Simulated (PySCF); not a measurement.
fluorine cation (F2), SMILES FF (connectivity only; charge and spin as stated), charge +1, multiplicity 2.

Geometry: PBE0-D3(BJ)/def2-TZVPD. The multiplicity is an assumed one; other spin states were not compared.

Two levels are set side by side: PBE/def2-TZVPD (PySCF) and M06-2X/def2-TZVPD (PySCF). Same geometry, gas phase. Differences are taken from unrounded values.

```
quantity                  PBE
-----------------------  ----
α-spin orbital gap (eV)  5.54
β-spin orbital gap (eV)  0.33
```

These are the PBE values. What does M06-2X give? (The exact figures need the calculation; the answer reports its results.)


| quantity | M06-2X | PBE minus M06-2X |
|---|---|---|
| α-spin orbital gap (eV) | 14.77 | -9.23 |
| β-spin orbital gap (eV) | 8.33 | -8.00 |

Rough cost on one machine, each run with all the roots and properties that it gave: M06-2X against PBE about 5 times.
